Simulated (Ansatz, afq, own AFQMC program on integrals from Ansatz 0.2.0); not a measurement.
# BNH, quartet: AFQMC among the cluster methods

```
atom   x (Å)    y (Å)    z (Å)
   B  0.0000  -0.2139   0.9282
   N  0.0000   0.1116  -0.8360
   H  0.0000   0.7432   1.6617
```

Connectivity, by distances: BH–N.

Basis cc-pVDZ. Only valence electrons are correlated. Ansatz 0.2.0 and our own AFQMC program on the same integrals; the CISD trial comes from CCSD amplitudes, and released means the phaseless constraint is let go. Uncertainties: one standard error, sampling alone.

Determinant: UHF, the one that the program's search chose, which needn't be the lowest solution. The geometry is a point of a scan.

No full CI on the walks' own integrals is used here; CCSDT(Q) serves as the reference and is uncertain by about the last step of the cluster series.

Cautions: lower spins were not checked.

* T1 diagnostic: 0.0242
* weight of the determinant in the CISD state: 0.905
* ⟨S²⟩ of the determinant: 3.782
* size of the correlated space: 9 electrons in 31 orbitals

Reference: CCSDT(Q), correlation energy -5.230 eV. The released energy is read at 2.40 1/Eh (meV from the phaseless value at times in 1/Eh: 0 ± 11 at 0.24, -4 ± 9 at 0.51, 2 ± 12 at 0.99, -13 ± 13 at 1.62, 2 ± 14 at 2.40).

| level | E − E(reference) (kJ/mol) | share of correlation (%) |
| --- | --- | --- |
| HF | 504.6 | 0.00 |
| MP2 | 106.4 | 78.91 |
| CCSD | 16.4 | 96.76 |
| CCSD(T) | 4.2 | 99.17 |
| CCSDT | 0.9 | 99.82 |
| ph-AFQMC/HF | 2.9 ± 4.2 | 99.42 |
| ph-AFQMC/CISD | 1.1 ± 0.9 | 99.78 |
| released AFQMC | 1.3 ± 1.3 | 99.75 |

A walk keeps the symmetry of its determinant, which the program's search chose and which needn't be the lowest solution, so a lower state of the same spin and another symmetry isn't excluded. Released energies are given only where the last usable release times agree within the noise; a slower fall can still hide under it.
